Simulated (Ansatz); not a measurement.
`CC1(C)COC1` → `CC1COC1` + `[CH2]` (triplet)  (formal loss of a carbene)

Program: Ansatz. Geometries: PBE0-D4/def2-TZVP. ΔE: electronic, gas phase. CBS: MP2 limit from def2 TZ/QZ plus the TZ coupled-cluster correction, frozen cores. This one scheme is used for every species. DFT in def2-TZVPP. B3LYP here is the variant with VWN-RPA as its local correlation; programs differ in this. Triplets are unrestricted, without spin–orbit coupling.

| level | ΔE (kJ/mol) |
| --- | --- |
| B3LYP-D4 | 437.1 |
| r2SCAN | 420.6 |
| B3LYP | 422.6 |
| HF/def2-TZVPP | 293.2 |

(1) What does CCSD(T)/CBS give? (Estimate.)

Largest T1 diagnostic among the species: 0.011.

Answers

(1) Computed: +448.1 kJ/mol. The listed levels differ from it by -11.0, -27.5, -25.5, -154.9 kJ/mol.

In def2-TZVPP, CCSD(T) changes the Hartree–Fock value by +144.3 kJ/mol (the triples alone add +12.4 kJ/mol) and MP2 by +159.0 kJ/mol. The D4 term adds +14.5 kJ/mol with B3LYP and +7.9 kJ/mol with PBE0; it sums over pairs of atoms, weighted by their polarisabilities, and B3LYP, whose exchange is more repulsive, gets the larger term.
